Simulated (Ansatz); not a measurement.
**Rb₃Sb (P6₃/mmc, No. 194; cell taken from a computed entry): smallest direct gap on the k points sampled by level of theory**

No measured value is used here.

| level (code) | value (eV) |
|---|---|
| PBEsol (Ansatz) | 0.25 |
| HSE06+SOC (Ansatz) | 0.65 |
| PBE0 (Ansatz) | 1.34 |
| G0W0@PBEsol (Ansatz) | 0.57 |

At these levels the smallest gap is indirect and lower: PBEsol 0.10, HSE06+SOC 0.60, PBE0 1.21, G0W0@PBEsol 0.46 eV. Computed values are for a static lattice. Spin–orbit coupling is included only where a level's name says +SOC; with heavier elements it mostly lowers gaps and can invert bands.  G0W0@PBEsol: a quasiparticle level at a band edge is in doubt. Values are at the PBEsol cell; G0W0@PBEsol at a fixed cell, not relaxed at this level and not confirmed as the measured one. Cutoffs and k meshes differ between the levels. Ansatz's density-functional and Hartree–Fock values are scalar-relativistic unless marked +SOC, with PAW data made under PBE.

Ansatz is a program for electronic structure.
